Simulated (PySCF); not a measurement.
## Working out the ionisation energy of Ar

Ar [Ar] (1S) → Ar+ [Ne] 3s2 3p5 (2P). Computed with PySCF 2.14 in dyall-acv3z (19s12p6d4f, 113 functions), with the non-relativistic Hamiltonian (point nucleus). Frozen: [Ne]; the 31 highest virtual orbitals dropped. Energies in hartree (1 hartree = 27.21139 eV):

```json
{"part": "UHF", "Ar (lower)": "-526.816982", "Ar+ (upper)": "-526.282329"}
{"part": "CCSD correlation", "Ar (lower)": "-0.235491", "Ar+ (upper)": "-0.198872"}
{"part": "(T)", "Ar (lower)": "-0.008158", "Ar+ (upper)": "-0.006029"}
```

Problem. What does Hartree-Fock give?

Solution. (-526.282329) − (-526.816982) = 0.534653 hartree = 14.549 eV.

Problem. What do CCSD and CCSD(T) give?

Solution. The CCSD correlation energies differ by 0.036619 hartree = 0.996 eV and the triples by 0.002129 hartree = 0.058 eV, so CCSD gives 15.545 eV and CCSD(T) 15.603 eV.

Measured between the centres of the two terms (NIST): 15.819 eV, so CCSD(T) (valence) is off by -0.216 eV.

What remains against the reference includes basis incompleteness, the frozen core and higher excitations.
